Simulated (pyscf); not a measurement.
Single points on ωB97X-D3(BJ)/def2-SVP structures (PySCF, gas phase).

Estimate by transition-state theory the rate constant of H₃Si–O–SiH₂–O–SiH₃ (SMILES [SiH3]O[SiH2]O[SiH3]) + F–CH•–F (SMILES F[CH]F) → H₃Si–O–SiH•–O–SiH₃ (SMILES [SiH3]O[SiH]O[SiH3]) + F–CH₂–F (SMILES FCF) (doublet surface; H–Si broken, C–H formed) at 600 K, with ωB97M-D3(BJ)/def2-TZVP energies (ideal gas, 1 atm, RRHO with modes under 100 cm⁻¹ raised to 100, one conformer, R ln 2 for chiral ones without a mode under 150 cm⁻¹; no tunnelling).

The electronic barrier is 10.0 kcal/mol and the thermal terms add +23.7, so ΔG‡ = 33.7 kcal/mol. With k_BT/h = 1.25e+13 s⁻¹ and RT = 1.192 kcal/mol, and a volume of 8.18e-20 cm³ per molecule at 1 atm, k = 5.5e-19 cm³ molecule⁻¹ s⁻¹. Wigner's tunnelling factor for 1393i cm⁻¹ would be 1.46, likely too low at so high a frequency. A shift of 1 kcal/mol in the barrier changes k by a factor 2.3. One saddle was located; it need not be the lowest between these sides. The angle at the transferred H is 146°.
